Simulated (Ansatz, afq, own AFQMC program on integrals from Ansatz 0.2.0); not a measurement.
Two steps: Ansatz 0.2.0 writes the Fock matrix and Cholesky factors of the valence space, and afq projects on them the lowest state that overlaps trial and start.

```yaml
crystal:
  periodic: [false, false, false]
  atoms:
    - {symbol: Al, position_ang: [0.000000, 0.000000, 1.845217]}
    - {symbol: C, position_ang: [0.000000, 0.000000, -0.099904]}
    - {symbol: Cl, position_ang: [0.000000, 0.000000, -1.745313]}
basis:
  gaussian: {orbitals: cc-pVDZ}
magnetization: {spin_polarized: false, initial_magnetization: 2}
correlation: {method: ccsd_t, electrons: outside_noble_gas, hamiltonian_folder: ham}
```

```sh
$ ansatz run in.yaml --threads 1 --pin off --events-out ev --progress --plain --max-ram 1843MiB
```

Options of the walk:

```
--method free --trial cisd --walkers 60 --time-step 0.03 --max-blocks 80 --target-error 0.00045 --factor-cut 1e-05 --seed 3976 --times 0,0.21,0.42,0.81,1.2,1.8,2.4,3 --taylor-order 8
```

Times are imaginary, in 1/Eh. The walk had a cap of 1812 s.

Log:

```
orbitals 39  electrons 8 6  factors 290 of 511
reference energy -739.18952812 Eh
CCSD correlation -0.31046305 Eh in 12 cycles, weight of the determinant in the CISD state 0.8296
repeat  energy at the last time / Eh  error
    10  -739.512597  0.002302
    20  -739.511345  0.001679
    30  -739.510096  0.001253
    40  -739.510126  0.001128
    50  -739.510867  0.001043
    60  -739.511196  0.001010
    70  -739.510652  0.000910
    80  -739.511017  0.000879
time / (1/Eh)  energy / Eh  error  mean overlap
  0.00  -739.499669  0.000236  1.2048
  0.21  -739.504527  0.000273  1.2084
  0.42  -739.506532  0.000372  1.2227
  0.81  -739.508716  0.000385  1.2351
  1.20  -739.509548  0.000481  1.2443
  1.80  -739.510337  0.000565  1.2464
  2.40  -739.510671  0.000660  1.2624
  3.00  -739.511017  0.000879  1.2750
energy -739.511017 +/- 0.000879 Eh
```

The run passed its tests (error under three times the target), which doesn't prove that it has relaxed.

Against this walk (error 23.9 meV) on the same determinant: CCSD(T) 36.0 meV higher (within the noise), CCSDT(Q) 19.7 meV lower (within the noise). The error is statistical, and a free projection of finite length keeps a remainder of its start.

Cautions: remainder of the start not in the error; error above the target (23.9 against 12.2 meV); lower spins were not checked.

The walk took 6 min on 1 thread of Arm Neoverse V1 (shared host). The log's last line is the free-projection energy.

CCSDT and higher add their correlation energy to the determinant of the CCSD(T) run, since their own runs factorise the integrals more tightly (a shift of under 2 meV). A walk keeps the symmetry of its determinant, which the program's search chose and which needn't be the lowest solution, so a lower state of the same spin and another symmetry isn't excluded.
